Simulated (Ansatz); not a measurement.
Geometry optimisation, Ansatz 0.2.0, UKS BLYP/def2-SVPD.

input.yaml

```yaml
crystal:
  periodic: [false, false, false]
  atoms:
    - { symbol: Si, position_ang: [-0.80325, 0.41992, -0.72629] }
    - { symbol: C, position_ang: [0.33663, -0.62231, 0.15524] }
    - { symbol: S, position_ang: [1.33311, -0.03961, 1.42628] }
    - { symbol: H, position_ang: [-1.51256, -0.34658, -1.74489] }
    - { symbol: H, position_ang: [-1.28951, 1.80518, -0.79172] }
    - { symbol: H, position_ang: [0.7201, -1.64003, 0.2281] }
magnetization:
  spin_polarized: true
  initial_magnetization: 1
basis:
  gaussian: { orbitals: def2-SVPD }
hamiltonian:
  xc: blyp
relax:
  f_tol: 0.02
  max_steps: 50
output:
  orbitals: {}
```

Launched with:

```bash
$ ansatz run input.yaml --threads 2 --pin off --max-ram 3072MiB --backend cpu --events-out ev --progress --plain --runs-dir out
```

Q: Where does it end, and by what steps?

A: It converged. The force dipped under the threshold on the way, but the program's further checks kept it going. After 8 steps the energy has fallen by 0.834 eV; H5 moved furthest, 0.31 Å.

```csv
step,energy less start (eV),largest force component (eV/Å),accepted
0,0.0000,1.782,yes
1,-0.6418,1.404,yes
2,-0.8076,0.622,yes
3,-0.7922,1.527,no
4,-0.8272,0.258,yes
5,-0.8333,0.064,yes
6,-0.8342,0.038,yes
7,-0.8344,0.008,yes
8,-0.8345,0.008,yes
```

```xyz
6
Properties=species:S:1:pos:R:3
Si -0.833 0.280 -0.760
C 0.397 -0.569 0.245
S 1.304 0.199 1.447
H -1.561 -0.420 -1.861
H -1.076 1.736 -0.584
H 0.554 -1.650 0.058
```

Time of the run: 26 s on 2 threads of Arm Neoverse V2 (shared host), peak memory 0.19 GiB.
